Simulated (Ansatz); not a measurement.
# BOF: basis-set convergence

One table from this session's results is given with a row withheld; the runs are named, their logs left out.

Computed with Ansatz 0.2.0, Gaussian basis. Level: one geometry, several basis sets.

The runs, in order: PBE0-D4/def2-SVP; ωB97M-V/def2-SVP; PBE0-D4/def2-QZVPP; ωB97M-V/def2-QZVPP; CCSD(T)/cc-pV(D+d)Z; CCSD(T)/cc-pV(T+d)Z; CCSD(T)/cc-pV(Q+d)Z; the functionals' def2-TZVPP values are taken from earlier runs.

**The geometry**

An earlier PBE0-D4 in a triple-zeta def2 set relaxation fixed the geometry.

SMILES `O=BF`, 3 atoms, charge 0, spin multiplicity 1.

Atoms are counted from 1 here; the program's logs count them from 0.

Bond lengths: O1–B2 1.206 Å, B2–F3 1.282 Å. Angles: O1–B2–F3 180.0°.

Set-up of the first run:

in.yaml reads:

```yaml
crystal:
  periodic: [false, false, false]
  atoms:
    - {symbol: O, position_ang: [0.983135, -0.565126, 0.479935]}
    - {symbol: B, position_ang: [0.020267, -0.011649, 0.009893]}
    - {symbol: F, position_ang: [-1.003402, 0.576784, -0.489828]}
basis:
  gaussian: {orbitals: def2-SVP}
hamiltonian: {xc: pbe0, dispersion: d4}
output: {orbitals: {seedname: orbitals}}
```

Steps of the session up to this table: PBE0-D4 in def2-SVP; ωB97M-V in def2-SVP; PBE0-D4 in def2-QZVPP; ωB97M-V in def2-QZVPP.

One table of the session follows, with a row left open; its other results are not shown here.

It belongs to the step «Functionals by basis». 

```
functional       basis  HOMO (eV)  LUMO (eV)
   PBE0-D4    def2-SVP     -10.11       0.16
   PBE0-D4  def2-TZVPP     -10.29      -0.49
   PBE0-D4  def2-QZVPP     -10.32      -0.43
   ωB97M-V    def2-SVP     -12.52       1.95
   ωB97M-V  def2-TZVPP     -12.72       0.91
   ωB97M-V  def2-QZVPP          ?          ?
```

Q: Estimate the row for ωB97M-V, def2-QZVPP from the others.

The run gave: HOMO (eV): -12.75; LUMO (eV): 1.05. In the column «HOMO (eV)» it is the lowest.
